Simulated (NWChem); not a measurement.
## Basis-set dependence for Na$_{2}$

```
Na
Na 1 3.1094
```
Charge 0, spin multiplicity 1.

Everything below was run with NWChem. The geometry was optimised at PBE/def2-SVP, a minimum by its harmonic frequencies.

Hartree-Fock energies in Ha, correlation energies in mHa.

The correlated methods keep 2 core orbitals frozen. The structure started from a generated list of species. Coupled-cluster values serve here as a point of comparison, not as the truth.

```json
[
 {"basis": "3-21G", "functions": "26", "RHF": "-321.70850", "MP2": "-16.4", "SCS-MP2": "-18.9", "CCSD": "-25.4", "CCSD+T(CCSD)": "-25.5", "CCSD(T)": "-25.5", "CR-CCSD[T]": "-25.5", "CR-CCSD(T)": "-25.5"},
 {"basis": "cc-pVDZ", "functions": "36", "RHF": "-323.70462", "MP2": "-20.2", "SCS-MP2": "-23.4", "CCSD": "-29.1", "CCSD+T(CCSD)": "-29.3", "CCSD(T)": "-29.3", "CR-CCSD[T]": "-29.3", "CR-CCSD(T)": "-29.3"},
 {"basis": "cc-pVTZ", "functions": "68", "RHF": "-323.71508", "MP2": "-43.7", "SCS-MP2": "-47.2", "CCSD": "-53.1", "CCSD+T(CCSD)": "-54.1", "CCSD(T)": "-54.1", "CR-CCSD[T]": "-54.0", "CR-CCSD(T)": "-54.0"},
 {"basis": "cc-pVQZ", "functions": "118", "RHF": "-323.71647", "MP2": "-53.3", "SCS-MP2": "-56.4", "CCSD": "not run", "CCSD+T(CCSD)": "not run", "CCSD(T)": "not run", "CR-CCSD[T]": "not run", "CR-CCSD(T)": "not run"}
]
```

From cc-pVTZ to cc-pVQZ the Hartree-Fock energy moves by -1.4 mHa and the MP2 correlation energy by -9.6 mHa, which is 18 % of its value in the larger set.
